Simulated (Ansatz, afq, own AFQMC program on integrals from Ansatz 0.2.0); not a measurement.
## CH$_{6}$Si, triplet in cc-pVDZ, levels against CCSDT(Q)

```xyz
8

Si   -0.9159    0.0000    0.0000
H    -1.4108    1.3997    0.0000
H    -1.4108   -0.6999    1.2122
H    -1.4108   -0.6999   -1.2122
H     0.8261    0.0000    0.0000
C     2.0191    0.0000    0.0000
H     2.4336    0.0000    0.9962
H     2.4336    0.0000   -0.9962
```

Basis cc-pVDZ. Only valence electrons are correlated. AFQMC by an in-house program on the Cholesky factors that Ansatz 0.2.0 writes for its CCSD(T) run. The CISD trial takes its coefficients from CCSD amplitudes. Released means that phaseless walkers are propagated on without the constraint, phases kept. Uncertainties: one standard error, sampling alone.

Determinant: UHF, the one that the program's search chose, which needn't be the lowest solution. The geometry is a point of a scan.

No full CI on the walks' own integrals is used here; CCSDT(Q) serves as the reference and is uncertain by about the last step of the cluster series.

Cautions: lower spins were not checked; the released energies move by 1.5 errors or more from one time to the next, so no released level is given (meV from the phaseless value at times in 1/Eh: 0.9 ± 2.0 at 0.24, 2.9 ± 1.7 at 0.51, -1.1 ± 2.2 at 0.99, 0 ± 4 at 1.62, 11 ± 3 at 2.40).

- T1 diagnostic: 0.0129
- weight of the determinant in the CISD state: 0.871
- ⟨S²⟩ of the determinant: 2.032
- size of the correlated space: 14 electrons in 56 orbitals

```tsv
level	correlation energy (eV)
MP2	-6.2957
CCSD	-7.6495
CCSD(T)	-7.8140
```

**Question.** Estimate where phaseless AFQMC with a CISD trial lies against CCSD(T) on the same integrals.

**Answer.** 43.2 ± 3.0 meV below CCSD(T).

Reference: CCSDT(Q), correlation energy -7.853 eV.

```csv
level,E − E(reference) (meV),share of correlation (%)
CCSD(T),38.5,99.51
CCSDT,7.0,99.91
ph-AFQMC/CISD,-4.7 ± 3.0,100.06
```

A walk keeps the symmetry of its determinant, which the program's search chose and which needn't be the lowest solution, so a lower state of the same spin and another symmetry isn't excluded.
